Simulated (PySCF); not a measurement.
**CH4Si (SMILES C[SiH]): levels of theory compared**

Aim: a comparison of 6 runs (UPBE0/STO-3G, r2SCAN/STO-3G, BCCD(T)/STO-3G, CCSDTQ/STO-3G, NEVPT2(2,2)/STO-3G, QCISD(T)/STO-3G) of CH4Si. 

The calculation is run with PySCF 2.14.0.

2 further runs of the same task are left out: 2 set aside as unsound or not needed.

## Step 1: Starting point

CH4Si has 6 atoms, charge 0, and is taken as a singlet. SMILES: `C[SiH]`. The Si2–H6 distance was set to 2.296 Å, away from the relaxed value. At this shape a bond of the SMILES string is far longer than usual.

Bond lengths: C1–Si2 1.892 Å, C1–H3 1.098 Å, C1–H4 1.091 Å, C1–H5 1.098 Å. Angles: Si2–C1–H3 109.7°, Si2–C1–H4 113.8°, Si2–C1–H5 109.5°, H3–C1–H4 109.0°, H3–C1–H5 105.5°, H4–C1–H5 109.0°. A long bond or contact: Si2–H6 2.296 Å.

## Step 2: The energy at UPBE0/STO-3G (run 1)

job.py

```python
from pyscf import gto, dft

molecule = gto.M(
    atom=[
    ('C', (0.294050, -1.021101, -0.451150)),
    ('Si', (1.304850, -0.445301, 1.041450)),
    ('H', (-0.769350, -1.065201, -0.183050)),
    ('H', (0.602550, -1.990701, -0.843850)),
    ('H', (0.363550, -0.273101, -1.251650)),
    ('H', (0.142200, 1.520000, 1.284000)),
],
    verbose=3,
    spin=0,
    charge=0,
    basis='sto-3g',
    max_memory=1860,
)

myscf = dft.UKS(molecule)
myscf.xc = 'pbe0'
myscf.conv_tol = 1e-10
myscf.grids.level = 5
myscf.kernel()
if not myscf.converged:
    myscf = myscf.newton().run(myscf.mo_coeff, myscf.mo_occ)
for _ in range(3):
    mo, _, stable, _ = myscf.stability(return_status=True)
    if stable:
        break
    myscf.kernel(myscf.make_rdm1(mo, myscf.mo_occ))

etot = myscf.e_tot
print('Final energy', etot)
```

Run with:

```console
OMP_NUM_THREADS=1 python job.py
```

Log:

```text
converged SCF energy = -325.812791660098  <S^2> = 1.6690294e-10  2S+1 = 1
<class 'pyscf.dft.uks.UKS'> wavefunction is stable in the internal stability analysis
Final energy -325.81279166009773
```

It took 9.9 s on 1 thread of Arm Neoverse V1, shared host; peak memory 0.38 GiB.

## Step 3: The energy at r2SCAN/STO-3G (run 2)

job.py

```python
from pyscf import gto, dft

molecule = gto.M(
    atom=[
    ('C', (0.294050, -1.021101, -0.451150)),
    ('Si', (1.304850, -0.445301, 1.041450)),
    ('H', (-0.769350, -1.065201, -0.183050)),
    ('H', (0.602550, -1.990701, -0.843850)),
    ('H', (0.363550, -0.273101, -1.251650)),
    ('H', (0.142200, 1.520000, 1.284000)),
],
    basis='sto-3g',
    max_memory=1860,
    verbose=4,
    spin=0,
)

mf = dft.RKS(molecule)
mf.xc = 'r2scan'
mf.conv_tol = 1e-10
mf.grids.level = 5
mf.kernel()
if not mf.converged:
    mf = mf.newton().run(mf.mo_coeff, mf.mo_occ)

e_final = mf.e_tot
print('Final energy', e_final)
```

Run with:

```console
OMP_NUM_THREADS=1 python job.py
```

Log:

```text
PySCF version 2.14.0

[... 77 lines left out ...]
converged SCF energy = -325.935017803221
Final energy -325.93501780322066
```

It took 4.2 s on 1 thread of Arm Neoverse V1, shared host; peak memory 0.2 GiB.

Runs 3 to 5 aren't shown in full; the table further down has their settings and results.

## Step 4: The energy at QCISD(T)/STO-3G (run 6)

job.py

```python
from pyscf import gto, scf, cc

mol = gto.Mole()
mol.atom = '''
C        0.294050      -1.021101      -0.451150
Si       1.304850      -0.445301       1.041450
H       -0.769350      -1.065201      -0.183050
H        0.602550      -1.990701      -0.843850
H        0.363550      -0.273101      -1.251650
H        0.142200       1.520000       1.284000
'''
mol.max_memory = 1860
mol.verbose = 4
mol.basis = 'sto-3g'
mol.charge = 0
mol.spin = 0
mol.build()

mf = scf.RHF(mol)
mf.conv_tol = 1e-10
mf.kernel()
if not mf.converged:
    mf = mf.newton().run(mf.mo_coeff, mf.mo_occ)

mycc = cc.QCISD(mf, frozen=6)
mycc.kernel()
e_t = mycc.qcisd_t()
energy = mycc.e_tot + e_t
print(f'total energy: {energy:.8f} hartree')
```

Run with:

```console
OMP_NUM_THREADS=1 python job.py
```

Log:

```text
PySCF version 2.14.0

[... 58 lines left out ...]
converged SCF energy = -325.123234923071
[... 11 lines left out ...]
Init t2, MP2 energy = -325.231419070385  E_corr(MP2) -0.108184147314039
[... 13 lines left out ...]
QCISD converged
[... 2 lines left out ...]
total energy: -325.28593582 hartree
```

It took 0.76 s on 1 thread of Arm Neoverse V1, shared host; peak memory 0.1 GiB.

## Step 5: The series

```
run               level  follow instability  integration grid  energy (Eh)  dipole moment (D) of the reference  HOMO energy (eV)  LUMO energy (eV)  wall time
  1        UPBE0/STO-3G                 yes                 5  -325.812792                                1.80             -2.77              1.15      9.9 s
  2       r2SCAN/STO-3G                   –                 5  -325.935018                                1.89             -2.00              0.20      4.2 s
  3      BCCD(T)/STO-3G                   –                 –  -325.285833                                   –                 –                 –      1.1 s
  4       CCSDTQ/STO-3G                   –                 –  -325.286206                                2.26             -4.88              5.52       26 s
  5  NEVPT2(2,2)/STO-3G                   –                 –  -325.260528                                2.26             -4.88              5.52     0.89 s
  6     QCISD(T)/STO-3G                   –                 –  -325.285936                                2.26             -4.88              5.52     0.76 s
```

## Step 6: Results

```
                                          quantity          value
                               run 6: total energy  -325.28594 Eh
       run 6: dipole moment (Hartree–Fock density)         2.26 D
        run 6: HOMO energy (Hartree–Fock orbitals)       -4.88 eV
        run 6: LUMO energy (Hartree–Fock orbitals)        5.52 eV
      run 6: HOMO–LUMO gap (Hartree–Fock orbitals)       10.40 eV
run 6: correlation energy (6 core orbitals frozen)     -162.7 mEh
                             run 6: (T) correction      -0.86 mEh
                              run 6: T1 diagnostic          0.023
```

What this shows: Totals of different functionals can't be ranked against each other. In runs 1, 2, 3, 4, 5, 6 the basis is minimal, so the values are rough. All runs together took 42 s, the longest 26 s.
